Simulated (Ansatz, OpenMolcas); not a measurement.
## How basis sets differ on BN (SMILES B#N)

BN: 2 atoms, total charge 0, spin state triplet. SMILES: `B#N`. The coordinates come from a PBE0-D4/def2-TZVP relaxation.

```xyz
2

B     0.0000    0.0000   -0.0235
N     0.0000    0.0000    1.2919
```

Quantity: the electronic atomisation energy, in eV. The values are calculated. Electronic energies at fixed atoms, without zero-point motion or spin-orbit coupling.

```json
{"level": "UHF/STO-3G", "kind": "Hartree–Fock", "program": "OpenMolcas", "value (eV)": "2.06", "CPU time (all runs)": "5 s"}
{"level": "UHF/3-21G", "kind": "Hartree–Fock", "program": "OpenMolcas", "value (eV)": "1.31", "CPU time (all runs)": "5.6 s"}
{"level": "UHF/6-31G", "kind": "Hartree–Fock", "program": "Ansatz", "value (eV)": "1.37", "CPU time (all runs)": "0.19 s"}
{"level": "ROHF/cc-pVTZ", "kind": "Hartree–Fock", "program": "OpenMolcas", "value (eV)": "2.12", "CPU time (all runs)": "7.1 s"}
```

The values span 1.31 to 2.12 eV. Spin contamination of the reference (⟨S²⟩ at least 0.1 too high) touches UHF/STO-3G. CPU times are rough (shared hosts, several kinds of processor): they show what a rung costs within a factor of a few.
